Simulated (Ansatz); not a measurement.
Isomers of CH$_{3}$NO, relaxed with PBE0-D4/def2-TZVP in Ansatz; electronic energies, one conformer each and not always the lowest. Functionals use def2-TZVPP; CBS adds triple-zeta CCSD(T) − MP2 to the MP2 limit of def2-TZVPP and def2-QZVPP.

Task: Order them by energy at frozen-core CCSD(T)/CBS, lowest first. (An estimate is asked.)
A. `CN=O`
B. `C=NO`
C. `NC=O`

Result: C (0.0 kcal/mol), B (50.5 kcal/mol), A (63.8 kcal/mol).

Task: How do B3LYP-D4, r2SCAN-D4, B3LYP, B2PLYP place them (kcal/mol, against `NC=O`)? (Best estimate.)

Result: The calculation gave: 
```tsv
isomer	B3LYP-D4	r2SCAN-D4	B3LYP	B2PLYP
`C=NO`	51.9	52.8	51.9	52.7
`CN=O`	65.4	66.7	65.4	65.8
```

B3LYP here is the variant with VWN-RPA as its local correlation; programs differ in this.
